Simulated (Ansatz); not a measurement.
AlClH2, SMILES `[AlH2][Cl]`, 4 atoms. Total charge 0; spin multiplicity 1. All runs use 4 threads of an Arm Neoverse V1 on a shared host. Correlated methods freeze the cores. Open-shell runs search over several starts.

Problem. How many basis functions does each run have, and how long does it take in Ansatz? RKS ωB97M-V/def2-QZVPP energy; RKS B97M-V/def2-TZVPP energy; RKS r2SCAN-D4/def2-TZVPP energy and forces; RHF-CCSD(T)/cc-pV(Q+d)Z energy; RKS ωB97M-V/def2-TZVPP energy and forces; UKS PBE0-D4/def2-TZVPP energy of the cation; RKS PBE-QIDH (frozen core)/def2-TZVPP energy; RKS PBE0-D4/def2-TZVP relaxation (3 steps); RHF-CCSD(T)/cc-pV(T+d)Z energy; UKS ωB97X-V/def2-TZVPP energy of the cation; UKS B3LYP-D4/def2-TZVPP energy of the cation; RHF-CCSD(T)/def2-QZVPP energy. (Estimate.)

Solution. Ansatz gave: Other jobs shared the machine, so times are rough.

| level | job | functions | wall time | peak host memory (GiB) |
| --- | --- | --- | --- | --- |
| RKS PBE-QIDH (frozen core)/def2-TZVPP | energy | 112 | 0.75 s | 0.26 |
| RHF-CCSD(T)/cc-pV(T+d)Z | energy | 106 | 0.75 s | 0.27 |
| UKS PBE0-D4/def2-TZVPP | energy of the cation | 112 | 1 s | 0.26 |
| UKS B3LYP-D4/def2-TZVPP | energy of the cation | 112 | 1.2 s | 0.26 |
| RKS r2SCAN-D4/def2-TZVPP | energy and forces | 112 | 1.2 s | 0.13 |
| RKS B97M-V/def2-TZVPP | energy | 112 | 1.6 s | 0.16 |
| RKS PBE0-D4/def2-TZVP | relaxation (3 steps) | 86 | 1.8 s | 0.14 |
| RKS ωB97M-V/def2-TZVPP | energy and forces | 112 | 1.8 s | 0.26 |
| RKS ωB97M-V/def2-QZVPP | energy | 200 | 3 s | 0.46 |
| UKS ωB97X-V/def2-TZVPP | energy of the cation | 112 | 3.5 s | 0.28 |
| RHF-CCSD(T)/cc-pV(Q+d)Z | energy | 188 | 3.7 s | 1 |
| RHF-CCSD(T)/def2-QZVPP | energy | 200 | 4.3 s | 1.2 |

B3LYP here is the variant with VWN-RPA as its local correlation; programs differ in this.
